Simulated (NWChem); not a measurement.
Molecule: LiH; SMILES [LiH]

```xyz
2

Li     0.0000     0.0000     0.4586
H      0.0000     0.0000    -1.1457
```
Atoms are numbered in this order, from 1.

The geometry was optimised at PBE-D3(BJ)/def2-SVP.

 States above −ε(HOMO) = 5.3 eV lie in this functional's continuum and hang on the basis.

Problem. List the 4 lowest vertical singlet excitations from B3LYP/def2-TZVPD, TDA (NWChem).

Solution. 
```tsv
state	energy (eV)	oscillator strength	leading excitation (squared amplitude)
S1	3.31	0.083	HOMO → LUMO (0.97)
S2	4.30	0.200	HOMO → LUMO+1 (0.99)
S3	4.30	0.200	HOMO → LUMO+2 (0.99)
S4	5.96	0.002	HOMO → LUMO+3 (0.91)
```
